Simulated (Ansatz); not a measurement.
# NH (singlet): the correlation ladder at distance N1–H2 = 0.916 Å, aug-cc-pVTZ

The task here is to estimate one member of a computed series from the others.

The runs use Ansatz 0.2.0, Gaussian basis; aug-cc-pVTZ, core rule «outside noble gas», up to 1 orbitals frozen.

To be run: UHF; CCSD(T) on RHF; CCSD(T) on UHF; BCCD(T) on RHF; CCSDT(Q) on RHF; CCSDT(Q) on UHF; CCSDTQ on RHF; CASSCF and MRCISD+Q, 2 electrons in 2 orbitals; CASSCF and NEVPT2, 2 electrons in 2 orbitals; CASSCF and MRCISD+Q, 6 electrons in 5 orbitals; CASSCF and NEVPT2, 6 electrons in 5 orbitals; Full CI; Full CI in the symmetry of the determinant.

1 further run of the same task is left out (it didn't finish).

**What is computed**

The geometry derives from a PBE0/def2-TZVP stationary point (not a proven minimum). One bond is set to the value named and the two fragments are kept rigid.

2 atoms, charge 0, spin multiplicity 1.

Atoms are counted from 1 here; the program's logs count them from 0.

Bond lengths: N1–H2 0.916 Å.

The first run:

File in.yaml:

```yaml
crystal:
  periodic: [false, false, false]
  atoms:
    - {symbol: N, position_ang: [0.000000, 0.000000, 0.000000]}
    - {symbol: H, position_ang: [0.000000, 0.000000, 0.916000]}
basis:
  gaussian: {orbitals: aug-cc-pVTZ}
magnetization: {spin_polarized: true, initial_magnetization: 0}
hamiltonian: {xc: hf}
output: {orbitals: {seedname: orbitals}}
```

Launch:

```sh
$ ansatz run in.yaml --threads 1 --pin off --events-out ev --progress --plain --max-ram 3956MiB --backend cpu
```

Among the steps run: UHF; CCSD(T) on RHF; CCSD(T) on UHF; BCCD(T) on RHF; CCSDT(Q) on RHF; CCSDT(Q) on UHF; CCSDTQ on RHF; CASSCF and MRCISD+Q, 2 electrons in 2 orbitals; CASSCF and NEVPT2, 2 electrons in 2 orbitals; CASSCF and MRCISD+Q, 6 electrons in 5 orbitals; CASSCF and NEVPT2, 6 electrons in 5 orbitals; Full CI; Full CI in the symmetry of the determinant.

One table of the session follows, with a row left open; its other results are not shown here.

It belongs to the step «Misses and costs». 

```
          method  from FCI (kcal/mol)
             RHF                    ?
            RMP2               +29.79
           RCCSD               +12.20
        RCCSD(T)                +6.67
         BCCD(T)                +6.69
          RCCSDT                +0.64
       RCCSDT(Q)                -0.34
         RCCSDTQ                +0.01
     CASSCF pair              +108.22
     NEVPT2 pair               +12.44
     MRCISD pair                +5.43
   MRCISD+Q pair                +0.39
  CASSCF valence               +97.87
  NEVPT2 valence               +17.40
  MRCISD valence                +4.49
MRCISD+Q valence                +0.32
             FCI                    0
```

Q: Estimate the row for RHF from the others.

The run gave: from FCI (kcal/mol): +129.35. In the column «from FCI (kcal/mol)» it is the highest.

Limits of these values: The report flags that the cluster equations may have other roots. Left out of the table: UHF, UMP2, UCCSD, UCCSD(T), UCCSDT, UCCSDT(Q) (another determinant or state than the rows shown). The program flags RCCSDT(Q), RCCSDTQ as in doubt, so those rows may rest on another solution; read them beside their warnings. RCCSDT(Q) falls below full CI, which methods that aren't variational can do.
